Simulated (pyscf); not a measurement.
silyl (SiH₃•) + hydrogen (H₂) -> silane (SiH₄) + H atom (H•), a hydrogen abstraction (doublet surface; H–H broken, H–Si formed). Single points on ωB97X-D3(BJ)/def2-SVP structures (PySCF, gas phase). Energies in eV from the separated reactants.

Small-basis levels: PySCF, no dispersion term, spherical d functions. Open shells are spin-unrestricted. 

Task: In single points SVWN5/6-31G* puts the saddle at 0.34 eV and the reaction energy at +0.55 eV. Should these be trusted to within a few kcal/mol? Compare with ωB97M-D3(BJ)/def2-TZVP.

Result: ωB97M-D3(BJ)/def2-TZVP gives ΔE‡ = 0.70 eV and ΔE = +0.48 eV. SVWN5/6-31G* lies 0.35 eV under it in the barrier and 0.07 eV over it in the reaction energy, so on this step it does not hold to within 0.13 eV. At SVWN5/6-31G* this geometry lies under one side, so its ΔE‡ may be no barrier of that level. ωB97M-D3(BJ)/def2-TZVP has limits of its own. One saddle was located; it need not be the lowest between these sides. The angle at the transferred H is 180°.
